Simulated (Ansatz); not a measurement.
`CC1(F)CO1`, 10 atoms. Charge 0, multiplicity 1. All runs use 4 threads of an Arm Neoverse V1 on a shared host. Correlated methods freeze the cores.

**Question.** Give the basis size and wall time and peak host memory of each of these runs in Ansatz. RKS PBE0-D4/def2-SVP energy; RHF-CCSD(T)/def2-TZVPP energy; RKS ωB97M-V/def2-SVP energy; direct RPA on PBE orbitals/def2-TZVPP energy; RHF-MP2/def2-QZVPP energy; RKS LC-ωPBE/def2-TZVPP energy; RKS PBE0-D4/def2-TZVP relaxation (5 steps); RKS SPW92 (LDA)/def2-TZVPP energy; RKS PBE-D4/def2-TZVPP energy and forces; RKS PBE0-D4/def2-TZVP frequencies; RHF-CCSD(T)/def2-SVP energy; RKS ωB97M-V/def2-QZVPP energy. (Estimate.)

**Answer.** The calculation gave: Other jobs shared the machine, so times are rough.

| level | job | functions | wall time | peak host memory (GiB) |
| --- | --- | --- | --- | --- |
| RKS PBE0-D4/def2-SVP | energy | 95 | 0.75 s | 0.17 |
| RKS SPW92 (LDA)/def2-TZVPP | energy | 225 | 0.95 s | 0.24 |
| RKS LC-ωPBE/def2-TZVPP | energy | 225 | 1.9 s | 0.34 |
| RKS PBE-D4/def2-TZVPP | energy and forces | 225 | 1.9 s | 0.25 |
| RKS ωB97M-V/def2-SVP | energy | 95 | 2.9 s | 0.26 |
| RHF-CCSD(T)/def2-SVP | energy | 95 | 3.8 s | 0.42 |
| direct RPA on PBE orbitals/def2-TZVPP | energy | 225 | 3.9 s | 0.51 |
| RKS ωB97M-V/def2-QZVPP | energy | 435 | 13 s | 1.5 |
| RKS PBE0-D4/def2-TZVP | relaxation (5 steps) | 185 | 14 s | 0.41 |
| RHF-MP2/def2-QZVPP | energy | 435 | 16 s | 2.5 |
| RKS PBE0-D4/def2-TZVP | frequencies | 185 | 97 s | 0.43 |
| RHF-CCSD(T)/def2-TZVPP | energy | 225 | 100 s | 4 |

LC-ωPBE has ω = 0.4 bohr⁻¹.
